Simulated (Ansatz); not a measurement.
2H MoS₂, treated with PBE-D3(BJ) (Ansatz, a first-principles code, plane waves, PAW).

Numerical settings: plane-wave cutoff 520 eV, 12×12×4 k mesh (along the axes of the cell as run), Fermi–Dirac smearing 0.01 eV, no spin polarisation, scalar-relativistic PAW data made under PBE.

Energies at three volumes about the minimum:

| V (Å³/atom) | E − E_lowest (meV/atom) |
|---|---|
| 16.959 | 1.12 |
| 17.305 | 0.00 |
| 17.651 | 0.95 |

### Question
Fit a parabola by hand: where is the minimum, and what is the bulk modulus?

### Answer
Slopes: (0.00 − 1.12)/(17.305 − 16.959) = -3.237 and (0.95 − 0.00)/(17.651 − 17.305) = 2.746 meV/Å³. Curvature E″ = 2 × (2.746 − (-3.237))/(17.651 − 16.959) = 17.292 meV/Å⁶. From the middle of the first interval, the slope vanishes at V0 = 17.1320 − (-3.237)/17.292 = 17.319 Å³/atom. B = V0 E″ = 17.319 × 17.292 meV/Å³ × 0.1602 GPa per meV/Å³ = 48.0 GPa. The full Birch–Murnaghan fit to all volumes gives V0 = 17.305 Å³/atom and B0 = 47.6 GPa.

Shape and atoms are relaxed at each volume.

Measured, for comparison: bulk modulus 53.4 ± 1 GPa (room temperature, no zero-point or thermal correction; as tabulated in Equation of State Measurement of Molybdenum Disulfide, J. Phys. Chem. Solids 67 …). Computed (rounded) less measured: bulk modulus -11 %.

Note: the bulk modulus comes from volumes at which shape and atoms were relaxed.
